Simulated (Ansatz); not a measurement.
A run of Ansatz (development build ahead of 0.2.0) on singlet C₄H₈ at this shape:

```yaml
atoms:
  - { symbol: C, position_ang: [1.1196, -0.0175, 0.1123] }
  - { symbol: C, position_ang: [0.0392, 1.0714, -0.0966] }
  - { symbol: C, position_ang: [-1.1170, 0.0265, 0.1200] }
  - { symbol: C, position_ang: [-0.0088, -1.1030, -0.1680] }
  - { symbol: H, position_ang: [1.4163, 0.0348, 1.2124] }
  - { symbol: H, position_ang: [1.9716, 0.0444, -0.5356] }
  - { symbol: H, position_ang: [0.0237, 1.4447, -1.1963] }
  - { symbol: H, position_ang: [-0.0454, 1.9566, 0.4974] }
  - { symbol: H, position_ang: [-1.9215, 0.0061, -0.5150] }
  - { symbol: H, position_ang: [-1.3736, 0.0373, 1.1661] }
  - { symbol: H, position_ang: [-0.0411, -1.9898, 0.5340] }
  - { symbol: H, position_ang: [0.0258, -1.4081, -1.1360] }
```

Its results:

| Quantity | Value |
| --- | --- |
| Converged | yes |
| Reference energy | -154.24590 hartree |
| Correlation energy | -0.21041 hartree |
| Total energy | -154.45630 hartree |
| Spin squared of the determinant | 0.000 |

Which input gives this output? Name the method, the orbitals and the basis set, and write the input.

RHF-MP2 in STO-3G. An unrestricted run that stays on the closed shell gives the same numbers.

```yaml
crystal:
  periodic: [false, false, false]
  atoms:
    - { symbol: C, position_ang: [1.11959, -0.01749, 0.11234] }
    - { symbol: C, position_ang: [0.03924, 1.07142, -0.09664] }
    - { symbol: C, position_ang: [-1.11696, 0.02653, 0.12002] }
    - { symbol: C, position_ang: [-0.00876, -1.103, -0.16803] }
    - { symbol: H, position_ang: [1.41635, 0.03481, 1.21244] }
    - { symbol: H, position_ang: [1.97163, 0.04435, -0.53556] }
    - { symbol: H, position_ang: [0.02373, 1.44469, -1.19626] }
    - { symbol: H, position_ang: [-0.04541, 1.95657, 0.49741] }
    - { symbol: H, position_ang: [-1.92151, 0.00608, -0.51495] }
    - { symbol: H, position_ang: [-1.37357, 0.03734, 1.16609] }
    - { symbol: H, position_ang: [-0.04108, -1.98978, 0.53399] }
    - { symbol: H, position_ang: [0.02583, -1.40812, -1.13595] }
basis:
  gaussian: { orbitals: STO-3G }
hamiltonian:
  xc: hf
correlation:
  method: mp2
  frozen_orbitals: { C: 1, H: 0 }
```
